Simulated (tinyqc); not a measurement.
MP2 on RHF in the sto-6g basis, for H2O, spin multiplicity 1, step by step (part 1 of 2). Computed by tinyqc, a small Python program that keeps every step (integrals from PySCF). Settings: charge = 0, multiplicity = 1, basis = sto-6g, method = RHF, energy threshold = 1e-10, iteration cap = 63, orthogonalisation = canonical, start = Wolfsberg-Helmholz matrix, DIIS depth = 6. Command: `OMP_NUM_THREADS=1 python tinyqc.py 22405 22406 out.jsonl` (the two numbers bound the seeds that draw the settings). One thread of a shared host (Intel(R) Xeon(R) Processor @ 2.60GHz), about 0.2 s of CPU time with the checks. The early iterations of the SCF are left out here.

## One-electron integrals

Geometry (angstrom):
```
atom         x          y         z
O     0.000000   0.000000  0.000000
H     0.000000   0.934000  0.588000
H     0.000000  -0.941000  0.593000
```

Basis sto-6g: exponents (1/bohr^2) and contraction coefficients of normalised primitives:
```
element  l (shell)     exponent  coefficient
O            s (1)  1355.584234     0.009164
O            s (1)   248.544885     0.049361
O            s (1)    69.533902     0.168538
O            s (1)    23.886772     0.370563
O            s (1)     9.275933     0.416492
O            s (1)     3.820341     0.130334
O            s (2)    52.187762    -0.013253
O            s (2)    10.329320    -0.046992
O            s (2)     3.210345    -0.033785
O            s (2)     1.235135     0.250242
O            s (2)     0.536420     0.595117
O            s (2)     0.245881     0.240706
O            p (3)    52.187762     0.003760
O            p (3)    10.329320     0.037679
O            p (3)     3.210345     0.173897
O            p (3)     1.235135     0.418036
O            p (3)     0.536420     0.425860
O            p (3)     0.245881     0.101708
H            s (1)    35.523221     0.009164
H            s (1)     6.513144     0.049361
H            s (1)     1.822143     0.168538
H            s (1)     0.625955     0.370563
H            s (1)     0.243077     0.416492
H            s (1)     0.100112     0.130334
```

Overlap, kinetic and nuclear-attraction integrals over the contracted functions; the nuclear repulsion is the sum of Za Zb / Rab.

nuclear repulsion = 7.92409968 hartree

overlap S, order 1O 1s, 1O 2s, 1O 2px, 1O 2py, 1O 2pz, 2H 1s, 3H 1s:
$$\begin{pmatrix}
1.000000 & 0.231145 & 0.000000 & 0.000000 & 0.000000 & 0.039569 & 0.038792 \\
0.231145 & 1.000000 & 0.000000 & 0.000000 & 0.000000 & 0.386241 & 0.381289 \\
0.000000 & 0.000000 & 1.000000 & 0.000000 & 0.000000 & 0.000000 & 0.000000 \\
0.000000 & 0.000000 & 0.000000 & 1.000000 & 0.000000 & 0.286617 & -0.283763 \\
0.000000 & 0.000000 & 0.000000 & 0.000000 & 1.000000 & 0.180440 & 0.178822 \\
0.039569 & 0.386241 & 0.000000 & 0.286617 & 0.180440 & 1.000000 & 0.146144 \\
0.038792 & 0.381289 & 0.000000 & -0.283763 & 0.178822 & 0.146144 & 1.000000
\end{pmatrix}$$

kinetic energy T (hartree), order 1O 1s, 1O 2s, 1O 2px, 1O 2py, 1O 2pz, 2H 1s, 3H 1s:
$$\begin{pmatrix}
29.327197 & -0.896024 & 0.000000 & 0.000000 & 0.000000 & -0.005881 & -0.005980 \\
-0.896024 & 0.842618 & 0.000000 & 0.000000 & 0.000000 & 0.068316 & 0.065484 \\
0.000000 & 0.000000 & 2.531309 & 0.000000 & 0.000000 & 0.000000 & 0.000000 \\
0.000000 & 0.000000 & 0.000000 & 2.531309 & 0.000000 & 0.155213 & -0.150994 \\
0.000000 & 0.000000 & 0.000000 & 0.000000 & 2.531309 & 0.097715 & 0.095153 \\
-0.005881 & 0.068316 & 0.000000 & 0.155213 & 0.097715 & 0.768522 & -0.009876 \\
-0.005980 & 0.065484 & 0.000000 & -0.150994 & 0.095153 & -0.009876 & 0.768522
\end{pmatrix}$$

nuclear attraction V (hartree), order 1O 1s, 1O 2s, 1O 2px, 1O 2py, 1O 2pz, 2H 1s, 3H 1s:
$$\begin{pmatrix}
-62.213549 & -6.372079 & 0.000000 & -0.000164 & -0.013066 & -1.246698 & -1.221979 \\
-6.372079 & -9.950543 & 0.000000 & -0.001717 & -0.151220 & -2.949795 & -2.904437 \\
0.000000 & 0.000000 & -9.891000 & 0.000000 & 0.000000 & 0.000000 & 0.000000 \\
-0.000164 & -0.001717 & 0.000000 & -10.018019 & -0.000765 & -1.941402 & 1.915363 \\
-0.013066 & -0.151220 & 0.000000 & -0.000765 & -9.941392 & -1.258811 & -1.243449 \\
-1.246698 & -2.949795 & 0.000000 & -1.941402 & -1.258811 & -5.279302 & -0.870792 \\
-1.221979 & -2.904437 & 0.000000 & 1.915363 & -1.243449 & -0.870792 & -5.252923
\end{pmatrix}$$

core Hamiltonian H = T + V (hartree), order 1O 1s, 1O 2s, 1O 2px, 1O 2py, 1O 2pz, 2H 1s, 3H 1s:
$$\begin{pmatrix}
-32.886352 & -7.268103 & 0.000000 & -0.000164 & -0.013066 & -1.252580 & -1.227959 \\
-7.268103 & -9.107924 & 0.000000 & -0.001717 & -0.151220 & -2.881480 & -2.838953 \\
0.000000 & 0.000000 & -7.359691 & 0.000000 & 0.000000 & 0.000000 & 0.000000 \\
-0.000164 & -0.001717 & 0.000000 & -7.486710 & -0.000765 & -1.786188 & 1.764370 \\
-0.013066 & -0.151220 & 0.000000 & -0.000765 & -7.410083 & -1.161096 & -1.148296 \\
-1.252580 & -2.881480 & 0.000000 & -1.786188 & -1.161096 & -4.510780 & -0.880668 \\
-1.227959 & -2.838953 & 0.000000 & 1.764370 & -1.148296 & -0.880668 & -4.484400
\end{pmatrix}$$

## Two-electron integrals

Functions are numbered as in S; the eight-fold symmetry (ij|kl) = (ji|kl) = (kl|ij) leaves the list below.

Two-electron integrals (ij|kl) in chemists' order, unique and non-zero (hartree):
```
(11|11) 4.787491    (21|11) 0.675884    (21|21) 0.121505    (22|11) 1.117379
(22|21) 0.249212    (22|22) 0.817383    (31|31) 0.025762    (32|31) 0.039145
(32|32) 0.180664    (33|11) 1.117381    (33|21) 0.249212    (33|22) 0.817382
(33|33) 0.880663    (41|41) 0.025762    (42|41) 0.039145    (42|42) 0.180664
(43|43) 0.047461    (44|11) 1.117381    (44|21) 0.249212    (44|22) 0.817382
(44|33) 0.785741    (44|44) 0.880663    (51|51) 0.025762    (52|51) 0.039145
(52|52) 0.180664    (53|53) 0.047461    (54|54) 0.047461    (55|11) 1.117381
(55|21) 0.249212    (55|22) 0.817382    (55|33) 0.785741    (55|44) 0.785741
(55|55) 0.880663    (61|11) 0.123203    (61|21) 0.021238    (61|22) 0.042636
(61|33) 0.042546    (61|41) 0.000881    (61|42) 0.001726    (61|44) 0.042741
(61|51) 0.000555    (61|52) 0.001087    (61|54) 0.000123    (61|55) 0.042623
(61|61) 0.003784    (62|11) 0.311790    (62|21) 0.070573    (62|22) 0.257840
(62|33) 0.253476    (62|41) 0.004797    (62|42) 0.036037    (62|44) 0.262851
(62|51) 0.003020    (62|52) 0.022687    (62|54) 0.005902    (62|55) 0.257192
(62|61) 0.012414    (62|62) 0.103062    (63|31) 0.007677    (63|32) 0.043756
(63|43) 0.007362    (63|53) 0.004635    (63|63) 0.014227    (64|11) 0.195522
(64|21) 0.044867    (64|22) 0.174799    (64|33) 0.167036    (64|41) 0.010313
(64|42) 0.066563    (64|44) 0.187893    (64|51) 0.001660    (64|52) 0.014358
(64|54) 0.008496    (64|55) 0.169467    (64|61) 0.008236    (64|62) 0.084926
(64|64) 0.083378    (65|11) 0.123091    (65|21) 0.028246    (65|22) 0.110045
(65|33) 0.105158    (65|41) 0.001660    (65|42) 0.014358    (65|44) 0.109019
(65|51) 0.008722    (65|52) 0.052795    (65|54) 0.009793    (65|55) 0.115957
(65|61) 0.005185    (65|62) 0.053465    (65|64) 0.043534    (65|65) 0.041634
(66|11) 0.469341    (66|21) 0.108209    (66|22) 0.453381    (66|33) 0.435723
(66|41) 0.009140    (66|42) 0.095050    (66|44) 0.473659    (66|51) 0.005754
(66|52) 0.059839    (66|54) 0.023882    (66|55) 0.450759    (66|61) 0.019206
(66|62) 0.234529    (66|64) 0.220329    (66|65) 0.138708    (66|66) 0.774999
(71|11) 0.120765    (71|21) 0.020819    (71|22) 0.041798    (71|33) 0.041709
(71|41) -0.000864   (71|42) -0.001692   (71|44) 0.041900    (71|51) 0.000544
(71|52) 0.001066    (71|54) -0.000120   (71|55) 0.041785    (71|61) 0.003645
(71|62) 0.011701    (71|64) 0.007108    (71|65) 0.004891    (71|66) 0.017881
(71|71) 0.003636    (72|11) 0.306976    (72|21) 0.069490    (72|22) 0.254049
(72|33) 0.249742    (72|41) -0.004723   (72|42) -0.035549   (72|44) 0.258990
(72|51) 0.002977    (72|52) 0.022403    (72|54) -0.005828   (72|55) 0.253415
(72|61) 0.011753    (72|62) 0.078918    (72|64) 0.045479    (72|65) 0.039726
(72|66) 0.142880    (72|71) 0.011984    (72|72) 0.100259    (73|31) 0.007542
(73|32) 0.043043    (73|43) -0.007255   (73|53) 0.004572    (73|63) 0.010418
(73|73) 0.013804    (74|11) -0.192981   (74|21) -0.044286   (74|22) -0.172643
(74|33) -0.164989   (74|41) 0.010140    (74|42) 0.065567    (74|44) -0.185548
(74|51) -0.001637   (74|52) -0.014194   (74|54) 0.008384    (74|55) -0.167392
(74|61) -0.007158   (74|62) -0.045637   (74|64) -0.016571   (74|65) -0.022517
(74|66) -0.075913   (74|71) -0.007968   (74|72) -0.082812   (74|74) 0.081385
(75|11) 0.121613    (75|21) 0.027908    (75|22) 0.108796    (75|33) 0.103973
(75|41) -0.001637   (75|42) -0.014194   (75|44) 0.107785    (75|51) 0.008574
(75|52) 0.051988    (75|54) -0.009657   (75|55) 0.114631    (75|61) 0.004928
(75|62) 0.039822    (75|64) 0.022503    (75|65) 0.030119    (75|66) 0.078263
(75|71) 0.005021    (75|72) 0.052186    (75|74) -0.042588   (75|75) 0.040642
(76|11) 0.087830    (76|21) 0.020059    (76|22) 0.078875    (76|33) 0.077266
(76|41) -3.19e-06   (76|42) -0.000037   (76|44) 0.079021    (76|51) 0.001388
(76|52) 0.012178    (76|54) -0.000009   (76|55) 0.080338    (76|61) 0.003477
(76|62) 0.030427    (76|64) 0.021839    (76|65) 0.017784    (76|66) 0.070320
(76|71) 0.003409    (76|72) 0.030057    (76|74) -0.021660   (76|75) 0.017616
(76|76) 0.011139    (77|11) 0.466058    (77|21) 0.107461    (77|22) 0.450648
(77|33) 0.433157    (77|41) -0.009031   (77|42) -0.094220   (77|44) 0.470715
(77|51) 0.005691    (77|52) 0.059376    (77|54) -0.023668   (77|55) 0.448072
(77|61) 0.018115    (77|62) 0.144182    (77|64) 0.076382    (77|65) 0.078767
(77|66) 0.280691    (77|71) 0.018696    (77|72) 0.230701    (77|74) -0.217210
(77|75) 0.136881    (77|76) 0.070320    (77|77) 0.774999
```

## Orthogonalisation

S = U s U^T; canonical form X = U s^(-1/2), so that X^T S X = 1. Each column of U has its largest component positive (the first on a tie).

eigenvalues of S: [0.441332, 0.517145, 0.897870, 1.000000, 1.083567, 1.336795, 1.723291]

X, order 1O 1s, 1O 2s, 1O 2px, 1O 2py, 1O 2pz, 2H 1s, 3H 1s:
$$\begin{pmatrix}
-0.340766 & 0.014434 & 0.736616 & 0.000000 & -0.606909 & -0.002016 & 0.190185 \\
1.047297 & -0.035326 & -0.262089 & 0.000000 & -0.271366 & -0.003137 & 0.465741 \\
0.000000 & 0.000000 & 0.000000 & 1.000000 & 0.000000 & 0.000000 & 0.000000 \\
0.035048 & 0.890748 & -0.000438 & 0.000000 & 0.000790 & 0.663846 & 0.003721 \\
0.424182 & -0.014394 & 0.657676 & 0.000000 & 0.658740 & -0.001635 & 0.189550 \\
-0.690508 & -0.731433 & -0.185953 & 0.000000 & 0.152580 & 0.388702 & 0.384411 \\
-0.628454 & 0.776919 & -0.187981 & 0.000000 & 0.153883 & -0.395299 & 0.378795
\end{pmatrix}$$

## Iteration 8 (converged): orbitals

converged F (hartree), order 1O 1s, 1O 2s, 1O 2px, 1O 2py, 1O 2pz, 2H 1s, 3H 1s:
$$\begin{pmatrix}
-20.504429 & -4.961288 & 0.000000 & -0.000175 & -0.024581 & -0.856519 & -0.839782 \\
-4.961288 & -2.295220 & 0.000000 & -0.001745 & -0.063949 & -0.786823 & -0.775642 \\
0.000000 & 0.000000 & -0.383209 & 0.000000 & 0.000000 & 0.000000 & 0.000000 \\
-0.000175 & -0.001745 & 0.000000 & -0.235930 & -0.001780 & -0.375470 & 0.372259 \\
-0.024581 & -0.063949 & 0.000000 & -0.001780 & -0.272649 & -0.288408 & -0.286654 \\
-0.856519 & -0.786823 & 0.000000 & -0.375470 & -0.288408 & -0.409860 & -0.210298 \\
-0.839782 & -0.775642 & 0.000000 & 0.372259 & -0.286654 & -0.210298 & -0.402050
\end{pmatrix}$$

Diagonalise F' = X^T F X, C = X C', fill 5 alpha and 5 beta electrons from the bottom; D = 2 C_occ C_occ^T. Each column has its largest component positive (the first on a tie).

F' = X^T F X (hartree):
$$\begin{pmatrix}
-0.273424 & 0.042272 & 2.286371 & 0.000000 & -1.778798 & -0.001976 & 0.538955 \\
0.042272 & 0.593820 & -0.111177 & 0.000000 & 0.091554 & 0.089772 & -0.032170 \\
2.286371 & -0.111177 & -9.075062 & 0.000000 & 8.755953 & 0.035201 & -4.264279 \\
0.000000 & 0.000000 & 0.000000 & -0.383209 & 0.000000 & 0.000000 & 0.000000 \\
-1.778798 & 0.091554 & 8.755953 & 0.000000 & -9.131182 & -0.036697 & 4.425018 \\
-0.001976 & 0.089772 & 0.035201 & 0.000000 & -0.036697 & -0.553406 & 0.018245 \\
0.538955 & -0.032170 & -4.264279 & 0.000000 & 4.425018 & 0.018245 & -3.205666
\end{pmatrix}$$

orbital energies (hartree): MO1 -20.507403, MO2 -1.203452, MO3 -0.560207, MO4 -0.413891, MO5 -0.383209, MO6 0.437180, MO7 0.602854

coefficients C, order 1O 1s, 1O 2s, 1O 2px, 1O 2py, 1O 2pz, 2H 1s, 3H 1s:
$$\begin{pmatrix}
0.996840 & -0.228129 & 0.001336 & 0.081202 & 0.000000 & 0.105408 & -0.002795 \\
0.014297 & 0.891598 & -0.007514 & -0.449078 & 0.000000 & -0.678273 & 0.019972 \\
0.000000 & 0.000000 & 0.000000 & 0.000000 & 1.000000 & 0.000000 & 0.000000 \\
0.000032 & 0.001761 & 0.593028 & -0.003412 & 0.000000 & 0.018618 & 0.939853 \\
0.002199 & 0.076837 & 0.005096 & 0.780501 & 0.000000 & -0.683522 & 0.015033 \\
-0.002837 & 0.142258 & 0.450384 & 0.317581 & 0.000000 & 0.705021 & -0.739941 \\
-0.002783 & 0.139561 & -0.447833 & 0.324924 & 0.000000 & 0.731805 & 0.704392
\end{pmatrix}$$

D after iteration 8, order 1O 1s, 1O 2s, 1O 2px, 1O 2py, 1O 2pz, 2H 1s, 3H 1s:
$$\begin{pmatrix}
2.104655 & -0.451246 & 0.000000 & 0.000292 & 0.096098 & -0.017782 & -0.017651 \\
-0.451246 & 1.993760 & 0.000000 & -0.002707 & -0.564009 & -0.038412 & -0.036318 \\
0.000000 & 0.000000 & 2.000000 & 0.000000 & 0.000000 & 0.000000 & 0.000000 \\
0.000292 & -0.002707 & 0.000000 & 0.703394 & 0.000988 & 0.532514 & -0.532881 \\
0.096098 & -0.564009 & 0.000000 & 0.000988 & 1.230233 & 0.522183 & 0.524078 \\
-0.017782 & -0.038412 & 0.000000 & 0.532514 & 0.522183 & 0.647897 & -0.157291 \\
-0.017651 & -0.036318 & 0.000000 & -0.532881 & 0.524078 & -0.157291 & 0.651230
\end{pmatrix}$$

## Convergence

Stop when the energy changes by less than 1e-10 hartree and every element of the error matrix X^T (F D S - S D F) X is below 3e-06.

Course of the cycle:
```
iteration   E (hartree)     change  largest element of the error matrix
1          -75.23161349          -                             6.72e-01
2          -75.61994962  -3.88e-01                             1.60e-01
3          -75.63989663  -1.99e-02                             4.62e-02
4          -75.64232506  -2.43e-03                             1.05e-02
5          -75.64248022  -1.55e-04                             2.71e-03
6          -75.64250324  -2.30e-05                             7.15e-05
7          -75.64250324  -2.83e-09                             1.97e-06
8          -75.64250324  -8.27e-12                             3.17e-07
```

PySCF RHF in the same basis = -75.64250324 hartree

Converged in 8 iterations.

## Integrals over molecular orbitals

(pq|rs) = sum C_ip C_jq C_kr C_ls (ij|kl), one index at a time.

one-electron integrals over orbitals h = C^T H C (hartree):
$$\begin{pmatrix}
-32.873648 & 0.580550 & -0.003385 & -0.196814 & 0.000000 & -0.273632 & 0.007298 \\
0.580550 & -7.600824 & 0.005218 & 0.522265 & 0.000000 & 1.236805 & -0.034978 \\
-0.003385 & 0.005218 & -5.983669 & -0.012913 & 0.000000 & -0.038073 & -1.804752 \\
-0.196814 & 0.522265 & -0.012913 & -6.680610 & 0.000000 & 1.268151 & -0.011392 \\
0.000000 & 0.000000 & 0.000000 & 0.000000 & -7.359691 & 0.000000 & 0.000000 \\
-0.273632 & 1.236805 & -0.038073 & 1.268151 & 0.000000 & -5.204021 & -0.006641 \\
0.007298 & -0.034978 & -1.804752 & -0.011392 & 0.000000 & -0.006641 & -5.567889
\end{pmatrix}$$

Two-electron integrals over orbitals (pq|rs), unique and non-zero (hartree):
```
(11|11) 4.763293    (21|11) -0.440239   (21|21) 0.065571    (22|11) 1.035807
(22|21) -0.016577   (22|22) 0.724724    (31|11) 0.002663    (31|21) -0.000353
(31|22) 0.000253    (31|31) 0.010398    (32|11) -0.001723   (32|21) 0.000156
(32|22) 0.000599    (32|31) 0.016275    (32|32) 0.130624    (33|11) 0.753110
(33|21) -0.004297   (33|22) 0.610215    (33|31) -0.000075   (33|32) -0.000249
(33|33) 0.589481    (41|11) 0.160229    (41|21) -0.022216   (41|22) 0.011865
(41|31) 0.000201    (41|32) 0.000036    (41|33) 0.004779    (41|41) 0.025630
(42|11) -0.144429   (42|21) 0.008111    (42|22) -0.025052   (42|31) 0.000022
(42|32) 0.000419    (42|33) 0.003524    (42|41) 0.019908    (42|42) 0.131362
(43|11) 0.002933    (43|21) -0.000092   (43|22) 0.001373    (43|31) -0.002064
(43|32) 0.029344    (43|33) 0.000726    (43|41) -0.000150   (43|42) -0.001271
(43|43) 0.053580    (44|11) 0.959592    (44|21) -0.011268   (44|22) 0.672662
(44|31) -0.000012   (44|32) -0.001378   (44|33) 0.566615    (44|41) -0.009700
(44|42) -0.098055   (44|43) 0.001209    (44|44) 0.722812    (51|51) 0.026661
(52|51) 0.033202    (52|52) 0.151319    (53|51) -0.000189   (53|52) -0.000678
(53|53) 0.025934    (54|51) -0.011151   (54|52) -0.041247   (54|53) 0.000349
(54|54) 0.048073    (55|11) 1.117097    (55|21) -0.011609   (55|22) 0.757079
(55|31) 0.000067    (55|32) -0.000834   (55|33) 0.597319    (55|41) 0.003946
(55|42) -0.075733   (55|43) 0.001668    (55|44) 0.702408    (55|55) 0.880663
(61|11) 0.214359    (61|21) -0.033638   (61|22) 0.003867    (61|31) 0.000406
(61|32) 0.000291    (61|33) -0.000161   (61|41) -0.001987   (61|42) -0.020234
(61|43) 0.000116    (61|44) 0.015146    (61|55) 0.005273    (61|61) 0.027184
(62|11) -0.278047   (62|21) 0.007329    (62|22) -0.131252   (62|31) 0.000172
(62|32) 0.001523    (62|33) -0.061608   (62|41) -0.018259   (62|42) -0.032304
(62|43) -0.000549   (62|44) -0.072285   (62|55) -0.143811   (62|61) 0.007754
(62|62) 0.093354    (63|11) 0.007685    (63|21) -0.000151   (63|22) 0.004061
(63|31) -0.002180   (63|32) 0.044584    (63|33) 0.002330    (63|41) 0.000062
(63|42) -0.001335   (63|43) 0.040132    (63|44) 0.002272    (63|55) 0.004382
(63|61) 0.000015    (63|62) -0.001826   (63|63) 0.083432    (64|11) -0.256038
(64|21) 0.002620    (64|22) -0.124949   (64|31) -0.000171   (64|32) -0.001315
(64|33) -0.044920   (64|41) -0.002532   (64|42) 0.036140    (64|43) -0.001546
(64|44) -0.129919   (64|55) -0.142876   (64|61) 0.000006    (64|62) 0.064145
(64|63) -0.003674   (64|64) 0.089400    (65|51) -0.013641   (65|52) -0.053037
(65|53) 0.000675    (65|54) -0.005173   (65|65) 0.033891    (66|11) 0.759969
(66|21) -0.007392   (66|22) 0.580699    (66|31) -0.000187   (66|32) -0.003412
(66|33) 0.542435    (66|41) 0.017786    (66|42) 0.050914    (66|43) -0.002620
(66|44) 0.535724    (66|55) 0.565405    (66|61) -0.007614   (66|62) -0.085050
(66|63) -0.002133   (66|64) -0.047826   (66|66) 0.570673    (71|11) -0.005779
(71|21) 0.000948    (71|22) 0.000022    (71|31) 0.014778    (71|32) 0.022014
(71|33) -0.000182   (71|41) -0.000106   (71|42) 0.000317    (71|43) -0.003043
(71|44) -0.000318   (71|55) -0.000137   (71|61) -0.000241   (71|62) 0.000304
(71|63) -0.002757   (71|64) -0.000201   (71|66) -0.000326   (71|71) 0.021066
(72|11) 0.008033    (72|21) -0.000179   (72|22) 0.003872    (72|31) 0.014830
(72|32) 0.056423    (72|33) 0.000961    (72|41) 0.000302    (72|42) -0.000147
(72|43) -0.026778   (72|44) 0.002648    (72|55) 0.004044    (72|61) 0.000307
(72|62) -0.000806   (72|63) -0.028634   (72|64) -0.001938   (72|66) 0.002006
(72|71) 0.020173    (72|72) 0.069440    (73|11) 0.373804    (73|21) -0.006672
(73|22) 0.169728    (73|31) -0.000029   (73|32) -0.002373   (73|33) 0.089027
(73|41) -0.000279   (73|42) -0.070729   (73|43) 0.000200    (73|44) 0.152389
(73|55) 0.204204    (73|61) 0.005136    (73|62) -0.071136   (73|63) 0.001157
(73|64) -0.094804   (73|66) 0.041585    (73|71) -0.000199   (73|72) 0.002457
(73|73) 0.156390    (74|11) 0.002365    (74|21) -0.000021   (74|22) 0.000672
(74|31) -0.007663   (74|32) -0.068769   (74|33) 0.000551    (74|41) 0.000135
(74|42) 0.000267    (74|43) -0.010699   (74|44) 0.001575    (74|55) 0.001228
(74|61) -0.000294   (74|62) -0.001482   (74|63) -0.055860   (74|64) 0.000793
(74|66) 0.003174    (74|71) -0.010782   (74|72) -0.017849   (74|73) 0.002434
(74|74) 0.066802    (75|51) 0.000361    (75|52) 0.001424    (75|53) 0.024025
(75|54) -0.000130   (75|65) -0.000224   (75|75) 0.025849    (76|11) 0.001192
(76|21) -0.000032   (76|22) -0.000354   (76|31) -0.008036   (76|32) -0.090241
(76|33) 0.000398    (76|41) -0.000305   (76|42) -0.001240   (76|43) -0.062014
(76|44) 0.001797    (76|55) 0.000627    (76|61) 0.000029    (76|62) 0.000227
(76|63) -0.075261   (76|64) 0.001934    (76|66) 0.004302    (76|71) -0.011011
(76|72) 0.000435    (76|73) 0.003162    (76|74) 0.059091    (76|76) 0.118602
(77|11) 0.855934    (77|21) -0.009002   (77|22) 0.613778    (77|31) 0.000462
(77|32) 0.004053    (77|33) 0.582085    (77|41) 0.003225    (77|42) -0.021824
(77|43) 0.003119    (77|44) 0.587232    (77|55) 0.616116    (77|61) 0.004133
(77|62) -0.063857   (77|63) 0.005626    (77|64) -0.052357   (77|66) 0.545502
(77|71) 0.000449    (77|72) 0.001989    (77|73) 0.104134    (77|74) -0.002448
(77|76) -0.004247   (77|77) 0.602765
```
